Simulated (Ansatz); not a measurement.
Results of LDA in Ansatz (PAW) for grey tin (α-Sn).

Run with plane-wave cutoff 520 eV, 20×20×20 k mesh, Fermi–Dirac smearing 0.05 eV, scalar-relativistic PAW data made under PBE.

Cell (measured lattice):

```
Sn
1.0
    0.00000     3.24150     3.24150
    3.24150     0.00000     3.24150
    3.24150     3.24150     0.00000
Sn
2
Direct
  0.50000   0.50000   0.50000
  0.75000   0.75000   0.75000
```

Q: What does this level give for the Voigt–Reuss–Hill bulk modulus, elastic constant C12, polycrystal shear modulus (Hill average), elastic constant C44 and elastic constant C11?

A: 
- Voigt–Reuss–Hill bulk modulus = 44.0 GPa
- elastic constant C12 = 33.1 GPa
- polycrystal shear modulus (Hill average) = 23.3 GPa
- elastic constant C44 = 29.6 GPa
- elastic constant C11 = 65.8 GPa

Measured, for comparison: elastic constant C12 29.3 GPa, elastic constant C44 36.2 GPa, elastic constant C11 69 GPa (low temperature, zero-point motion not removed; as tabulated in Tanner et al. (2021), arXiv:2110.11888). Computed (rounded) less measured: elastic constant C12 +13 %, elastic constant C44 -18 %, elastic constant C11 -5 %.

Note: the solid has no gap at this level, which affects its response; the cell isn't this level's own, so it is under some stress, which shifts stiffness and frequencies.

Elastic constants are with the ions relaxed.

Spin–orbit coupling is not included.

Static lattice: no zero-point or thermal effects.

Ansatz is a program for electronic structure.
